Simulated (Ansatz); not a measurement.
SiO⁺, doublet in cc-pVDZ: errors against UCCSDT(Q)

Geometry: that of the SiO⁺, quartet, kept fixed.

```xyz
2

Si    0.0000    0.0000    0.0000
O     0.0000    0.0000    1.7135
```

Basis cc-pVDZ; Ansatz 0.2.0. Only valence electrons are correlated (noble-gas cores frozen), which leaves 9 electrons in 26 orbitals. Prefix R: restricted or restricted open-shell reference; prefix U: unrestricted. Active spaces: valence = (9e, 8o) chosen from the atoms' valence shells.

Full CI isn't at hand for all of this; UCCSDT(Q) serves as the reference, and is uncertain by the last step of the cluster series or more. The frozen core follows each run's orbitals, which can shift R against U totals by a few meV.

For open shells CISD is restricted-active-space CI with the open shells as a complete middle space.

* UHF ⟨S²⟩: 0.760
* T1 diagnostic (RCCSD): 0.0294
* largest doubles amplitude (RCCSD): 0.083
* T1 diagnostic (UCCSD): 0.0263

```csv
level,E − E(UCCSDT(Q)) (mEh),share of correlation (%),wall time
RHF,236.47,0.00,–
UHF,232.73,1.58,–
RMP2,34.12,85.57,–
UMP2,34.00,85.62,–
CISD,22.81,90.35,1.4 s
RCCSD,8.30,96.49,–
UCCSD,8.23,96.52,–
RCCSD(T),1.79,99.24,3 s
UCCSD(T),1.79,99.24,3.5 s
BCCD(T),1.77,99.25,2.7 s
RCCSDT,0.73,99.69,–
UCCSDT,0.71,99.70,–
RCCSDT(Q),0.22,99.91,8.5 s
CASSCF (valence space),151.15,36.08,–
NEVPT2 (valence space),32.96,86.06,3.2 s
MRCISD (valence space),9.47,96.00,–
MRCISD+Q (valence space),2.18,99.08,4.1 s
```

The correlation energy at UCCSDT(Q), counted from RHF, is -6.435 eV. That run took 8.5 s on 1 thread of Arm Neoverse V1, shared host.

Times hold each run's SCF and search for its determinant on a shared host, so for small cases they say little of a method's own cost; they ran on 1 thread of Arm Neoverse V1. Some runs computed forces too.

Natural occupations of CASSCF (valence space) about the gap: 1.998 1.973 1.962 1.938 0.998 0.060 0.039 0.031; effectively unpaired electrons, Σ n²(2−n)², 1.05.
